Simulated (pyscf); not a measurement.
One four-centre exchange on the singlet surface with elements of a group swapped. CCSD(T)/def2-TZVPP + ΔMP2(QZVPP), kcal/mol, from the separated reactants. Single points on ωB97X-D3(BJ)/def2-SVP structures (PySCF, gas phase). MP2 and CC: frozen core, UHF for open shells. ΔMP2 is the change of the MP2 total energy from the triple- to the quadruple-zeta basis.

```
step                            barrier  reaction energy  imaginary mode (i cm⁻¹)
------------------------------  -------  ---------------  -----------------------
H₃C–SnH₃ + HF → CH₄ + F–SnH₃       30.4            -16.9                     1173
H₃C–GeH₃ + HCl → CH₄ + Cl–GeH₃      ___              ___                      731
H₃C–SnH₃ + HCl → CH₄ + Cl–SnH₃     30.8            -26.2                     1171
```

### Question
Some entries are withheld; supply them.

### Answer

- H₃C–GeH₃ + HCl → CH₄ + Cl–GeH₃, barrier: 43.0
- H₃C–GeH₃ + HCl → CH₄ + Cl–GeH₃, reaction energy: -20.4

Each row is the saddle that its search found. The CCSD(T) − MP2 part came from Ansatz, without density fitting, on the same reference. The frozen core leaves the outer d or s,p core shells of the metals and heavy elements correlated in the MP2 and CC values, and def2-TZVPP describes them poorly, which can shift differences by a few kcal/mol. Elements up to Kr have no core potential and no relativistic terms here. Elements past Kr carry the def2 core potentials, without spin-orbit coupling.
